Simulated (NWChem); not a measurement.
# HNO3 (SMILES O=NOO) at 6 levels

Wanted: a comparison of 6 runs (HF/6-311+G**, B3LYP/6-311+G**, M06-2X/6-311+G**, SVWN5/6-311+G**, MP2/6-311+G**, CCSD(T)/6-311+G**) of HNO3. 

The results are computed with NWChem 7.3.0.

24 further runs of the same task are left out: 3 that didn't finish, 21 set aside as unsound or not needed. Runs told in other sessions of the task aren't counted.

### Step 1. The system as given

The species is HNO3 (5 atoms), meant as a singlet with charge 0. SMILES: `O=NOO`. The O3–O4 distance was set to 2.101 Å, away from the relaxed value. At this shape a bond of the SMILES string is far longer than usual.

Bond lengths: O1–N2 1.180 Å, N2–O3 1.353 Å, O4–H5 0.984 Å. Angles: O1–N2–O3 114.6°. A long bond or contact: O3–O4 2.101 Å.

### Step 2. The energy at HF/6-311+G(d,p) (run 1)

hno3.nw

```
start hno3
memory stack 880 mb heap 220 mb global 1100 mb

geometry units angstrom noautosym nocenter noautoz
 O     -0.505486    -1.104481     1.058334
 N     -1.513606    -0.897471     0.480064
 O     -1.416926     0.019359    -0.509726
 O      0.508600     0.826880    -0.747550
 H      1.001920     0.348200    -0.043280
end

basis "ao basis" spherical bse
 O library 6-311+G**
 N library 6-311+G**
 H library 6-311+G**
end

scf
 nopen 0
 rhf
 thresh 1e-08
 maxiter 80
 print low
end

task scf energy
```

Command:

```
nwchem hno3.nw > hno3.out
```

What it wrote:

```text
[...]
  functions       =    94
[...]
  wavefunction    = RHF
[...]
         Total SCF energy =   -279.361341930663
      One-electron energy =   -602.402818966649
      Two-electron energy =    212.867376251907
 Nuclear repulsion energy =    110.174100784080
        Time for solution =     13.4s
 Task  times  cpu:       13.6s     wall:       13.6s
[...]
```

Run time: 14 s. Hardware: 1 thread of Intel Xeon 6975P-C (Granite Rapids), shared host; peak memory 0.096 GiB.

### Step 3. A single-point energy at B3LYP/6-311+G(d,p) (run 2)

test.xyz

```xyz
5

O     -0.505486    -1.104481     1.058334
N     -1.513606    -0.897471     0.480064
O     -1.416926     0.019359    -0.509726
O      0.508600     0.826880    -0.747550
H      1.001920     0.348200    -0.043280
```

run.py

```python
from ase.io import read
from ase.calculators.nwchem import NWChem

molecule = read('test.xyz')

calc = NWChem(
    label='test',
    theory='dft',
    memory='2200 mb',
    basis='6-311+G**',
    basispar='spherical bse',
    dft={'xc': 'b3lyp', 'mult': '1', 'grid': 'fine', 'convergence': 'energy 1e-08', 'iterations': '100', 'mulliken': None},
    task='energy',
)
molecule.calc = calc

print(f"energy = {molecule.get_potential_energy():.6f} eV")
print("dipole (e A):", molecule.get_dipole_moment().round(4))
```

Command:

```
export ASE_NWCHEM_COMMAND="nwchem PREFIX.nwi > PREFIX.nwo"
python run.py
```

What it wrote:

```text
energy = -7642.855279 eV
dipole (e A): [ 0.0947 -0.2358  0.2958]
```

The calculator wrote test.nwi:

```
title "test"

permanent_dir test

scratch_dir test

start test

geometry units angstrom nocenter noautosym noautoz
  O  -5.0548599999999999e-01 -1.1044810000000000e+00 1.0583340000000001e+00
  N  -1.5136060000000000e+00 -8.9747100000000002e-01 4.8006399999999999e-01
  O  -1.4169259999999999e+00 1.9359000000000001e-02 -5.0972600000000001e-01
  O  5.0860000000000005e-01 8.2687999999999995e-01 -7.4755000000000005e-01
  H  1.0019199999999999e+00 3.4820000000000001e-01 -4.3279999999999999e-02
end

memory 2200 mb

basis spherical bse noprint
   * library 6-311+G**
end

dft
  xc b3lyp
  mult 1
  grid fine
  convergence energy 1e-08
  iterations 100
  mulliken
end

task dft energy
```

test.nwo:

```text
Northwest Computational Chemistry Package (NWChem) 7.3.0
             --------------------------------------------------------

           Job information
           ---------------

    nwchem branch   = 7.3.0
    use scalapack   = T
    input           = test.nwi
    prefix          = test.
    data base       = test/test.db
    status          = startup
    nproc           =        1

           Memory information
           ------------------

    heap     =     72089600 doubles =      550.0 Mbytes
    stack    =     72089597 doubles =      550.0 Mbytes
    global   =    144179200 doubles =     1100.0 Mbytes (distinct from heap & stack)
    total    =    288358397 doubles =     2200.0 Mbytes
    verify   = yes
    hardfail = no

[... 90 lines left out ...]
  convergence criterion.
[... 18 lines left out ...]
          Convergence on density requested:  1.00D-05
[... 25 lines left out ...]
          Convergence Information
[... 58 lines left out ...]
   convergence    iter        energy       DeltaE   RMS-Dens  Diis-err    time
[... 15 lines left out ...]
           Coulomb energy =      244.565412186107
[... 7 lines left out ...]
                       DFT Final Molecular Orbital Analysis
[... 683 lines left out ...]
 center of mass
 --------------
 x =  -1.28387800 y =  -0.49037242 z =   0.10489283

 moments of inertia (a.u.)
 ------------------
         255.894552029354         -83.867789610578          39.028224417279
         -83.867789610578         279.959990218405         120.996197296491
          39.028224417279         120.996197296491         292.703228785787

     Multipole analysis of the density
     ---------------------------------

     L   x y z        total         alpha         beta         nuclear
     -   - - -        -----         -----         ----         -------
     0   0 0 0     -0.000000    -16.000000    -16.000000     32.000000

     1   1 0 0      0.178937     19.840712     19.840712    -39.502488
[... 8 lines of this table left out ...]
     2   0 0 2    -17.941776    -39.547917    -39.547917     61.154058

 Task  times  cpu:       11.0s     wall:       11.0s
 Total times  cpu:       11.0s     wall:       11.0s
```

Run time: 12 s. Hardware: 1 thread of Intel Xeon 6975P-C (Granite Rapids), shared host; peak memory 0.11 GiB.

Runs 3 to 5 aren't shown in full; the table further down has their settings and results.

### Step 4. A single-point energy at CCSD(T)/6-311+G(d,p) (run 6)

hno3.nw

```
start hno3
title "peroxynitrous acid"
memory 2200 mb
geometry units angstrom noautosym nocenter noautoz
  O    -0.505486   -1.104481    1.058334
  N    -1.513606   -0.897471    0.480064
  O    -1.416926    0.019359   -0.509726
  O     0.508600    0.826880   -0.747550
  H     1.001920    0.348200   -0.043280
end
basis spherical bse
  * library 6-311+G**
end
scf
  thresh 1e-08
  maxiter 80
end
ccsd
  freeze core 4
  maxiter 60
end
task ccsd(t) energy
```

Command:

```
nwchem hno3.nw > hno3.out
```

What it wrote:

```text
[...]
  functions       =    94
[...]
  wavefunction    = RHF
[...]
         Total SCF energy =   -279.361341930663
      One-electron energy =   -602.402818966649
      Two-electron energy =    212.867376251907
 Nuclear repulsion energy =    110.174100784080
        Time for solution =     13.8s
[...]
 Total MP2 energy:           -280.213458477148606
[...]
             energy      energy      error      ampl     ampl      Block
                                                time     time      time
[...]
 Total CCSD energy:           -280.208312954931216
[...]
 Total CCSD+T(CCSD) energy:           -280.274213698611788
[...]
 Total CCSD(T) energy:                -280.267171171842620
[...]
```

Run time: 2.5 min. Hardware: 1 thread of Intel Xeon 6975P-C (Granite Rapids), shared host; peak memory 0.3 GiB.

### Step 5. Overview of the runs

```
run              level  iteration cap   module  energy (Eh)  wall time
  1       HF/6-311+G**             80      scf  -279.361342       14 s
  2    B3LYP/6-311+G**            100      dft  -280.869753       12 s
  3   M06-2X/6-311+G**            100      dft  -280.723839       15 s
  4    SVWN5/6-311+G**            100      dft  -278.873902      8.4 s
  5      MP2/6-311+G**             80      mp2  -280.213458       16 s
  6  CCSD(T)/6-311+G**             80  ccsd(t)  -280.267171    2.5 min
```

### Step 6. Outcome

```
                                          quantity          value
                               run 6: total energy  -280.26717 Eh
        run 6: HOMO energy (Hartree–Fock orbitals)      -12.52 eV
        run 6: LUMO energy (Hartree–Fock orbitals)       -2.02 eV
      run 6: HOMO–LUMO gap (Hartree–Fock orbitals)       10.50 eV
run 6: correlation energy (4 core orbitals frozen)     -905.8 mEh
                             run 6: (T) correction     -58.86 mEh
```

In words: Below the HF energy at the same shape and in the same basis (6-311+G**): MP2 -852.1 mEh; CCSD(T) -905.8 mEh. Over runs 2, 3, 4 the dipole moment (its size) runs from 1.78 D (M06-2X/6-311+G**) to 2.07 D (SVWN5/6-311+G**). Over runs 2, 3, 4 the HOMO–LUMO gap runs from 0.68 eV (SVWN5/6-311+G**) to 5.90 eV (M06-2X/6-311+G**). Totals of different functionals can't be ranked against each other. In all runs a closed-shell determinant meets a far-stretched bond; if it breaks into open shells, such a determinant describes it badly, and no broken-symmetry solution was shown. All runs together took 3.6 min, the longest 2.5 min.
